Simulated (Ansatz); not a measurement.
**CH₂BN: vertical ionisation energy**

One table from this session's results is given with a row withheld; the runs are named, their logs left out.

Program: Ansatz 0.2.0, Gaussian basis. Level of theory: unrestricted cation, the program's frozen cores in correlated methods. These are calculated values, not measurements.

Levels to be run: UKS PBE-D4/def2-TZVPP; UKS r2SCAN-D4/def2-TZVPP; UKS PBE0-D4/def2-TZVPP; UKS B3LYP-D4/def2-TZVPP; UKS wB97X-V/def2-TZVPP; UKS wB97M-V/def2-TZVPP; UKS B2PLYP/def2-TZVPP; UHF-CCSD(T)/def2-TZVPP; UHF-MP2/def2-QZVPP; extrapolation to the limit; then −ε(HOMO) from the neutral's earlier runs with LDA (SPW92), PBE-D4, revPBE-D4, BLYP-D4, r2SCAN-D4, B97M-V, PBE0-D4, B3LYP-D4, r2SCANh-D4, r2SCAN0-D4, HSE06-D4, BHLYP-D4, CAM-B3LYP-D4, LC-ωPBE, ωB97X-V, ωB97M-V.

### The relaxed structure

All runs share one geometry, relaxed beforehand with PBE0-D4 in a triple-zeta def2 set.

5 atoms, charge 0, spin multiplicity 1.

Atoms are counted from 1 here; the program's logs count them from 0.

Bond lengths: B1–C2 1.439 Å, B1–N3 1.431 Å, B1–H4 1.179 Å, C2–N3 1.302 Å, C2–H5 1.086 Å. Angles: C2–B1–N3 54.0°, C2–B1–H4 161.4°, N3–B1–H4 144.6°, B1–C2–N3 62.7°, B1–C2–H5 167.0°, N3–C2–H5 130.3°, B1–N3–C2 63.3°.

The first run:

File in.yaml:

```yaml
crystal:
  periodic: [false, false, false]
  atoms:
    - {symbol: B, position_ang: [-0.670718, -0.126628, -0.276306]}
    - {symbol: C, position_ang: [0.617773, 0.294074, 0.208075]}
    - {symbol: N, position_ang: [0.354932, -0.980919, 0.239668]}
    - {symbol: H, position_ang: [-1.759455, -0.095879, -0.727952]}
    - {symbol: H, position_ang: [1.507367, 0.835651, 0.515115]}
basis:
  gaussian: {orbitals: def2-TZVPP}
total_charge: 1
magnetization: {spin_polarized: true, initial_magnetization: 1}
hamiltonian: {xc: pbe, dispersion: d4}
```

The run is started by

```console
$ ansatz run in.yaml --threads 2 --pin off --events-out ev --progress --plain --max-ram 4352MiB
```

Steps of the session up to this table: Cation, UKS PBE-D4/def2-TZVPP; Cation, UKS r2SCAN-D4/def2-TZVPP; Cation, UKS PBE0-D4/def2-TZVPP; Cation, UKS B3LYP-D4/def2-TZVPP; Cation, UKS wB97X-V/def2-TZVPP; Cation, UKS wB97M-V/def2-TZVPP; Cation, UKS B2PLYP (frozen core)/def2-TZVPP; Cation, UHF-CCSD(T)/def2-TZVPP; Cation, UHF-MP2/def2-QZVPP.

One of the session's tables, all rows but one given; the rest of the session is left out.

Orbital estimates, from the neutral's runs:

| functional | −ε(HOMO) (eV) |
| --- | --- |
| LDA (SPW92) | 6.26 |
| PBE-D4 | 6.12 |
| revPBE-D4 | 6.07 |
| BLYP-D4 | 6.02 |
| r2SCAN-D4 | 6.35 |
| B97M-V | 6.46 |
| PBE0-D4 | 7.51 |
| B3LYP-D4 | 7.30 |
| r2SCANh-D4 | 6.88 |
| r2SCAN0-D4 | 7.67 |
| HSE06-D4 | ? |
| BHLYP-D4 | 8.84 |
| CAM-B3LYP-D4 | 8.96 |
| LC-ωPBE | 10.34 |
| ωB97X-V | 9.95 |
| ωB97M-V | 9.86 |

Estimate the missing values for HSE06-D4.

The run gave: −ε(HOMO) (eV): 7.10. In the column «−ε(HOMO) (eV)» it lies between r2SCANh-D4 (6.88) and B3LYP-D4 (7.30).
